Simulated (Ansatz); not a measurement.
Two structures of CH₄FS, doublet, reached by relaxing down either side of one saddle point (PBE0-D4/def2-TZVP). Energies are electronic, without zero-point energy. Ansatz 0.2.0; basis: def2-TZVPP and def2-QZVPP; cores frozen in the correlated methods; orbitals are unrestricted. Extrapolation: Hartree–Fock as exp(−7.88 √X), correlation as X^−2.97. First:

```
7
angstrom
H 0.6726 -1.1613 0.0651
S 1.8948 -1.4018 0.5739
C -1.1370 0.5223 -0.4112
F -0.3834 1.4742 0.1327
H 2.0504 -0.1137 0.9147
H -1.1572 0.5190 -1.4933
H -1.9404 0.1614 0.2178
```

Second:

```
7
angstrom
H -0.4835 -0.7492 -0.3994
S 2.4372 -1.3524 0.8572
C -0.8958 0.2610 -0.3629
F 0.0297 1.0972 0.2354
H 1.8203 -0.1547 0.8134
H -1.0949 0.6247 -1.3726
H -1.8130 0.2734 0.2288
```

**Question.** Which bonds change from the first to the second?

**Answer.** CH₂F ([CH2][F]) + H₂S → CH₃F ([CH3][F]) + HS; bonds formed: H1–C3; bonds broken: H1–S2.

**Question.** Give the saddle point's structure and its height above each. (To be estimated.)

**Answer.** By the calculation: 5.69 kcal/mol above the first and 19.70 kcal/mol above the second (CCSD(T) at an estimated basis limit (MP2 extrapolated from triple and quadruple zeta, plus CCSD(T) − MP2 in triple zeta)).
| atom | x (Å) | y (Å) | z (Å) |
| --- | --- | --- | --- |
| H1 | 0.3228 | -0.5954 | 0.0307 |
| S2 | 1.5060 | -1.3479 | 0.4195 |
| C3 | -0.8654 | 0.3710 | -0.3180 |
| F4 | -0.4910 | 1.5765 | 0.1116 |
| H5 | 2.0784 | -0.2266 | 0.8849 |
| H6 | -0.8847 | 0.2883 | -1.4014 |
| H7 | -1.6662 | -0.0658 | 0.2727 |

No T1 diagnostic of these runs exceeds 0.016. ⟨S²⟩ of the unrestricted Hartree–Fock references: 0.76 to 0.79 (a pure state has 0.75).

Labels in which every atom is bracketed show which atoms are joined, not bond orders.

For scale, one of the runs: CCSD(T)/def2-TZVPP, 160 basis functions, launched by `ansatz run in.yaml --threads 4 --pin off --events-out ev --progress --plain --max-ram 9574MiB`. Hardware: 4 CPU threads of an Arm Neoverse N1, shared host. Wall time 80 s; peak host memory 2.9 GiB.
